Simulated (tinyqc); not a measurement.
The integration grid: Kohn-Sham B3LYP on finer and finer grids in the sto-3g basis, for LiH, spin multiplicity 1. Computed by the program tinyqc with PySCF. 

Geometry (angstrom):
```
atom       x       y       z
Li    0.0000  0.0000  0.0000
H     0.0000  0.0000  1.9930
```

Self-consistent on each grid; the net force on the molecule should vanish.

Kohn-Sham energy on Becke grids (radial x angular points per atom):
```
grid       points  residual of the electron count  E (hartree)  E - finest (mhartree)  largest net force without grid terms (hartree/bohr)
10 x 14       274                        5.56e-02    -7.976977             -39.970106                                             2.30e-02
15 x 26       772                        4.84e-03    -7.937023              -0.015526                                             1.03e-02
20 x 50      1989                        2.21e-03    -7.937581              -0.573574                                             1.22e-03
30 x 86      5143                        7.90e-04    -7.937203              -0.196317                                             5.43e-04
50 x 194    19368                        1.37e-05    -7.937014              -0.006944                                             1.77e-05
75 x 302    45229                       -2.33e-06    -7.937006               0.001025                                             7.98e-07
120 x 590  141446                       -3.15e-08    -7.937007               0.000000                                             1.83e-08
```

The energy is within 0.1 mhartree of the finest grid first at 15 x 26. The error has both signs, since quadrature is not variational. The electron count and the net force are cheap signs of a poor grid.
